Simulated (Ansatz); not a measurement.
```yaml
crystal:
  periodic: [false, false, false]
  atoms:
    - {symbol: C, position_ang: [-2.053740, -0.176525, -0.000091]}
    - {symbol: B, position_ang: [-0.751829, 0.172696, 0.001873]}
    - {symbol: Si, position_ang: [1.087736, -0.024086, -0.000896]}
    - {symbol: H, position_ang: [2.227584, 0.922323, 0.005969]}
basis:
  gaussian: {orbitals: def2-TZVP}
magnetization: {spin_polarized: true, initial_magnetization: 2}
hamiltonian: {xc: pbe0}
relax: {f_tol: 0.004, max_steps: 80}
```

```sh
$ ansatz run in.yaml --threads 1 --pin off --events-out ev --progress --plain --max-ram 2176MiB
```

Steps of the relaxation (energy above the last step; positions in Å, forces in eV/Å):

```
4
step 1, 248.9 meV
C    -2.054   -0.177    0.000   -1.229   -0.406   -0.002
B    -0.752    0.173    0.002    1.705    0.775    0.005
Si    1.088   -0.024   -0.001   -0.345   -0.849   -0.007
H     2.228    0.922    0.006   -0.131    0.481    0.004
```

```
4
step 2, 120.6 meV
C    -2.033   -0.132    0.000   -0.703   -0.197   -0.001
B    -0.702    0.178    0.002    0.620    0.450    0.003
Si    1.114   -0.131   -0.002    0.343   -0.351   -0.003
H     2.130    0.978    0.006   -0.260    0.098    0.001
```

```
4
step 3, 46.1 meV
C    -1.998   -0.054    0.001    0.073    0.115    0.001
B    -0.620    0.181    0.002   -0.581   -0.035    0.000
Si    1.180   -0.280   -0.003    0.714    0.210    0.001
H     1.948    1.047    0.007   -0.207   -0.290   -0.002
```

```
4
step 6, 0.8 meV
C    -1.956    0.127    0.002    0.201   -0.011    0.000
B    -0.557    0.035    0.001   -0.228    0.023    0.000
Si    1.309   -0.369   -0.004    0.056    0.060    0.000
H     1.714    1.101    0.008   -0.029   -0.072   -0.001
```

```
4
step 7, 0.1 meV
C    -1.951    0.128    0.002    0.020    0.006    0.000
B    -0.558    0.036    0.001   -0.023   -0.012    0.000
Si    1.311   -0.369   -0.004    0.004    0.013    0.000
H     1.707    1.099    0.008   -0.001   -0.008    0.000
```

```
4
step 9, 0.0 meV
C    -1.948    0.134    0.002    0.000    0.000    0.000
B    -0.556    0.030    0.001    0.000    0.000    0.000
Si    1.314   -0.370   -0.004    0.000   -0.001    0.000
H     1.701    1.100    0.008    0.000    0.001    0.000
```

Close pairs at the end: C1–B2 1.396 Å, Si3–H4 1.520 Å, B2–Si3 1.912 Å.

A stationary point of unrestricted PBE0 after 9 steps, with ⟨S²⟩ = 2.183 against 2.00 for a pure state; no frequencies were run, so it isn't proven a minimum. 70 s on 1 thread of Intel Xeon Platinum 8488C, shared host.
